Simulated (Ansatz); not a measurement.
**BeHO+ (singlet): from Hartree-Fock to the top rungs, cc-pVDZ**

How much of the correlation energy of BeHO+ (singlet) does each wave-function method recover here?

Computed with Ansatz 0.2.0, Gaussian basis. Level: cc-pVDZ, core rule «outside noble gas», up to 2 orbitals frozen.

To be run: UHF; CCSD(T) on RHF; BCCD(T) on RHF; CISD; CCSDT(Q) on RHF; CISDTQ; CCSDTQ on RHF.

13 further runs of the same task are left out: 9 for a known fault of the program, 4 set aside as unsound or not needed.

**1. The system**

The geometry is a PBE0/def2-TZVP stationary point (not a proven minimum) of the parent state, kept for this charge and spin.

3 atoms, charge 1, spin multiplicity 1.

Atoms are counted from 1 here; the program's logs count them from 0.

Bond lengths: O1–Be2 1.382 Å, O1–H3 0.944 Å. Angles: Be2–O1–H3 180.0°.

**2. UHF**

The input, in.yaml:

```yaml
crystal:
  periodic: [false, false, false]
  atoms:
    - {symbol: O, position_ang: [0.000000, 0.000000, 0.146067]}
    - {symbol: Be, position_ang: [0.000000, 0.000000, -1.235633]}
    - {symbol: H, position_ang: [0.000000, 0.000000, 1.089567]}
basis:
  gaussian: {orbitals: cc-pVDZ}
total_charge: 1
magnetization: {spin_polarized: true, initial_magnetization: 0}
hamiltonian: {xc: hf}
output: {orbitals: {seedname: orbitals}}
```

Started as:

```sh
> ansatz run in.yaml --threads 1 --pin off --events-out ev --progress --plain --max-ram 2816MiB --backend cpu
```

Further steps of the session: CCSD(T) on RHF; BCCD(T) on RHF; CISD; CCSDT(Q) on RHF; CISDTQ; CCSDTQ on RHF.

Q: Predict the results of all the runs planned. Wanted: RCCSDTQ below the RHF energy; RMP2 from RCCSDTQ; RCCSD from RCCSDTQ; RCCSD(T) from RCCSDTQ; RCCSDT(Q) from RCCSDTQ; T1 diagnostic.

**Answer**, as computed:

| quantity | value |
| --- | --- |
| RCCSDTQ below the RHF energy | -6.1137 eV |
| RMP2 from RCCSDTQ | +25.4 kJ/mol |
| RCCSD from RCCSDTQ | +15.6 kJ/mol |
| RCCSD(T) from RCCSDTQ | +2.3 kJ/mol |
| RCCSDT(Q) from RCCSDTQ | -0.3 kJ/mol |
| levels within 1 kcal/mol (43 meV) | RCCSD(T), BCCD(T), RCCSDT, CISDTQ, RCCSDT(Q) |
| T1 diagnostic | 0.020 |

What this shows: RCCSD(T) lands +2.3 kJ/mol from the yardstick (0.4 % of the correlation energy). These misses are within one basis, not against nature.
